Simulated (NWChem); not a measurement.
A series in which one site is exchanged, each optimised at PBE0/def2-SVP with NWChem, gas phase unless a solvent is named. Some are not confirmed as minima by frequencies. def2 effective core potentials on Zr; no spin-orbit coupling.

A: Cl[Si](Cl)(Cl)Cl (SiCl4; site = Si)
B: ClC(Cl)(Cl)Cl (CCl4; site = C)
C: [Cl][Ti]([Cl])([Cl])[Cl] (TiCl₄; site = Ti)
D: [Cl][Zr]([Cl])([Cl])[Cl] (ZrCl₄; site = Zr)

Q: Rank them by lowest singlet excitation, PBE0/def2-SVPD, TDA (eV), lowest first.

A: C (4.22), D (5.50), B (6.06), A (7.18)
